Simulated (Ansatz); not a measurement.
# C₂H₅Al: small, medium and large basis sets

Aim: see how fast density functionals converge with the basis set for C₂H₅Al.

Method: one geometry, several basis sets; program: Ansatz 0.2.0, Gaussian basis.

The runs, in order: PBE0-D4/def2-SVP; ωB97M-V/def2-SVP; PBE0-D4/def2-QZVPP; ωB97M-V/def2-QZVPP; the functionals' def2-TZVPP values are taken from earlier runs.

### Step 1. The geometry

All runs share one geometry, relaxed beforehand with PBE0-D4 in a triple-zeta def2 set.

8 atoms, charge 0, spin multiplicity 1.

Atoms are counted from 1 here; the program's logs count them from 0.

Bond lengths: C1–C2 1.585 Å, C1–Al3 1.905 Å, C1–H4 1.089 Å, C1–H5 1.089 Å, C2–Al3 1.905 Å, C2–H6 1.089 Å, C2–H7 1.089 Å, Al3–H8 1.574 Å. Angles: C2–C1–Al3 65.4°, C2–C1–H4 114.8°, C2–C1–H5 114.7°, Al3–C1–H4 122.1°, Al3–C1–H5 122.0°, H4–C1–H5 110.0°, C1–C2–Al3 65.4°, C1–C2–H6 114.7°, C1–C2–H7 114.7°, Al3–C2–H6 122.1°, Al3–C2–H7 122.1°, H6–C2–H7 110.0°, C1–Al3–C2 49.1°, C1–Al3–H8 155.4°, C2–Al3–H8 155.4°.

### Step 2. PBE0-D4 in def2-SVP

Contents of in.yaml:

```yaml
crystal:
  periodic: [false, false, false]
  atoms:
    - {symbol: C, position_ang: [-0.720477, 0.214947, -0.471521]}
    - {symbol: C, position_ang: [0.762368, 0.479068, 0.020700]}
    - {symbol: Al, position_ang: [-0.018256, -1.127499, 0.683874]}
    - {symbol: H, position_ang: [-0.823882, 0.058983, -1.544175]}
    - {symbol: H, position_ang: [-1.450912, 0.946724, -0.130058]}
    - {symbol: H, position_ang: [0.884912, 1.363170, 0.644356]}
    - {symbol: H, position_ang: [1.512230, 0.474108, -0.768801]}
    - {symbol: H, position_ang: [-0.053984, -2.466603, 1.509824]}
basis:
  gaussian: {orbitals: def2-SVP}
hamiltonian: {xc: pbe0, dispersion: d4}
output: {orbitals: {seedname: orbitals}}
```

The run is started by

```console
ansatz run in.yaml --threads 2 --pin off --events-out ev --progress --plain --max-ram 4352MiB
```

The runs that follow: ωB97M-V in def2-SVP; PBE0-D4 in def2-QZVPP; ωB97M-V in def2-QZVPP.

Before running them: what should the planned runs give, taken together? Wanted: PBE0-D4: double and triple zeta above quadruple; ωB97M-V: double and triple zeta above quadruple.

The runs gave:

```
                                       quantity          value
PBE0-D4: double and triple zeta above quadruple  5.02, 0.33 eV
ωB97M-V: double and triple zeta above quadruple  5.15, 0.32 eV
```

What this shows: PBE0-D4 gains 4.70 eV from double to triple zeta, then 0.33 eV more. These are total energies; as a rule much of such shifts cancels in differences, which this series doesn't test.
